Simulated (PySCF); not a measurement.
Ionisation energies (eV) were calculated with PySCF 2.14 by LDA, MP2 (valence), PBE0, in another order, as differences of total energies without spin-orbit coupling. The measured values are between term centres (NIST).

```tsv
species	measured	A	B	C
C⁺ (aug-cc-pwCVDZ, non-relativistic)	24.378	24.174	24.771	24.701
Ne (aug-cc-pwCVDZ, non-relativistic)	21.597	21.618	21.575	22.288
S (aug-cc-pwCVDZ, non-relativistic)	10.336	9.776	10.401	10.576
Ge (aug-cc-pwCVDZ-PP with ECP10MDF, ECP)	7.925	7.689	7.894	7.972
Zr (aug-cc-pwCVDZ-PP with ECP28MDF, ECP)	6.639	6.055	6.291	6.730
Pd (aug-cc-pwCVDZ-PP with ECP28MDF, ECP)	8.512	8.600	8.414	9.254
Ag (aug-cc-pwCVDZ-PP with ECP28MDF, ECP)	7.576	7.424	7.707	8.372
Ir (aug-cc-pwCVDZ-PP with ECP60MDF, ECP)	8.926	8.596	8.641	9.355
```

Q: Which column is which method?

A: A is MP2 (valence) (mean error -0.24 eV); B is PBE0 (mean error -0.02 eV); C is LDA (mean error 0.42 eV). Valence MP2 in a finite basis recovers only part of the missing correlation, so it stays below experiment on average. PBE0, with a quarter of exact exchange, lies close to experiment on average. LDA overbinds the outer electron and comes out highest.
